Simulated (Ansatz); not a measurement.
# BN (triplet): how energies converge with the basis set

The task here is to estimate one member of a computed series from the others.

Program: Ansatz 0.2.0, Gaussian basis. Level of theory: one geometry, several basis sets. These are calculated values, not measurements.

The runs, in order: PBE0-D4/def2-SVP; ωB97M-V/def2-SVP; PBE0-D4/def2-QZVPP; ωB97M-V/def2-QZVPP; CCSD(T)/cc-pV(D+d)Z; CCSD(T)/cc-pV(T+d)Z; CCSD(T)/cc-pV(Q+d)Z; the functionals' def2-TZVPP values are taken from earlier runs.

### The geometry

All runs share one geometry, relaxed beforehand with PBE0-D4 in a triple-zeta def2 set.

SMILES `B#N`, 2 atoms, charge 0, spin multiplicity 3.

Atoms are counted from 1 here; the program's logs count them from 0.

Bond lengths: B1–N2 1.315 Å.

Geometry (Å):

```
atom    x (Å)    y (Å)     z (Å)
  B1  0.00000  0.00000  -0.02352
  N2  0.00000  0.00000   1.29195
```

Set-up of the first run:

Input file in.yaml:

```yaml
crystal:
  periodic: [false, false, false]
  atoms:
    - {symbol: B, position_ang: [0.000000, -0.000000, -0.023523]}
    - {symbol: N, position_ang: [-0.000000, 0.000000, 1.291953]}
basis:
  gaussian: {orbitals: def2-SVP}
magnetization: {spin_polarized: true, initial_magnetization: 2}
hamiltonian: {xc: pbe0, dispersion: d4}
output: {orbitals: {seedname: orbitals}}
```

On the command line:

```bash
$ ansatz run in.yaml --threads 2 --pin off --events-out ev --progress --plain --max-ram 20480MiB --backend cpu
```

Steps of the session up to this table: PBE0-D4 in def2-SVP; ωB97M-V in def2-SVP; PBE0-D4 in def2-QZVPP; ωB97M-V in def2-QZVPP.

One of the session's tables, all rows but one given; the rest of the session is left out.

```
functional       basis  HOMO (eV)  LUMO (eV)
   PBE0-D4    def2-SVP      -8.58      -5.05
   PBE0-D4  def2-TZVPP          ?          ?
   PBE0-D4  def2-QZVPP      -8.70      -5.11
   ωB97M-V    def2-SVP     -10.81      -2.83
   ωB97M-V  def2-TZVPP     -10.94      -2.96
   ωB97M-V  def2-QZVPP     -10.96      -2.98
```

**Question.** Estimate the row for PBE0-D4, def2-TZVPP.

The run gave: HOMO (eV): -8.68; LUMO (eV): -5.10. In the column «HOMO (eV)» it lies between PBE0-D4, def2-QZVPP (-8.70) and PBE0-D4, def2-SVP (-8.58).
